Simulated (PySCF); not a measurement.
Compound: CH6NP.
Bonds: C1–N2, N2–P3 (double). Hydrogens: H4, H5, H6 on C1; H7, H8, H9 on P3.

A GFN2-xTB structure was refined with PBE0-D3(BJ)/def2-SVP geometry optimisation, gas phase (PySCF). Its GFN2-xTB values:

| coordinate | GFN2-xTB |
| --- | --- |
| C1–N2 | 1.434 Å |
| C1–H4 | 1.065 Å |
| N2=P3 | 1.530 Å |
| P3–H7 | 1.424 Å |
| P3–H8 | 1.396 Å |
| C1–N2–P3 | 126.4° |
| N2–C1–H4 | 113.2° |
| N2–C1–H5 | 105.3° |
| N2–P3–H7 | 124.1° |
| N2–P3–H8 | 106.9° |
| H4–C1–H5 | 109.2° |
| H7–P3–H8 | 101.2° |
| H7–P3–H9 | 95.7° |

Q: How do these coordinates change at the PBE0-D3(BJ)/def2-SVP level?

A: 
| coordinate | PBE0-D3(BJ)/def2-SVP (Å or °) | change |
| --- | --- | --- |
| C1–H4 | 1.110 | +0.045 |
| N2=P3 | 1.556 | +0.026 |
| P3–H7 | 1.445 | +0.021 |
| P3–H8 | 1.412 | +0.016 |
| C1–N2 | 1.435 | +0.001 |
| N2–C1–H5 | 109.3 | +4.0 |
| N2–P3–H8 | 110.2 | +3.3 |
| H4–C1–H5 | 106.2 | -3.0 |
| N2–P3–H7 | 122.0 | -2.1 |
| C1–N2–P3 | 125.2 | -1.2 |
| H7–P3–H9 | 96.9 | +1.2 |
| N2–C1–H4 | 114.0 | +0.8 |
| H7–P3–H8 | 101.1 | -0.1 |

The energy falls by 2.5 kcal/mol over 5 energy and gradient evaluations, the largest force component goes from 0.0394 to 1.8e-04 Eh/bohr, and the atoms move by 0.053 Å rms after alignment. The bond that changes most is C1–H4 (N-methyl carbon to methyl hydrogen), which lengthens by 0.045 Å. Bonds longer at the end by more than 0.005 Å: 4 of 8; shorter: 1. Rotational constants go from 40105, 5619, 5331 to 38736, 5550, 5253 MHz.

The run used 76 basis functions and 31 SCF cycles in all.

Stationary, but not proved a minimum.
